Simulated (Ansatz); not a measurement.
Cubic Cu₃N was calculated with PBE0 in Ansatz (plane waves, PAW).

Settings: plane-wave cutoff 460 eV, 6×6×6 k mesh, Fermi–Dirac smearing 0.01 eV, no spin polarisation, scalar-relativistic PAW data made under PBE.

Cell (measured lattice):

Cu3N has the cubic space group Pm-3m (No. 221), Pearson symbol cP4. Conventional cell: a = b = c = 3.807 Å, α = β = γ = 90.00°. Cu on 3d is coordinated by 2 N at 1.903 Å and 8 Cu at 2.692 Å. N on 1a sees 6 Cu at 1.903 Å (octahedral). (Neighbours: up to the widest gap in distance over summed covalent radii, below 1.35, at either atom; cation-cation and far metal-metal contacts left out.)

Task: Estimate the band gap, smallest direct gap on the k points sampled and Γ–Γ gap that the calculation returns.

Result: 
- band gap: 1.55 eV (on the SCF k mesh) (indirect)
- smallest direct gap on the k points sampled: 2.34 eV
- Γ–Γ gap: 5.67 eV

Note: cell and atoms aren't relaxed at this level (pressure 1.1 GPa).

The result took about 110 core-seconds (a rough figure).

Ansatz is a first-principles code.
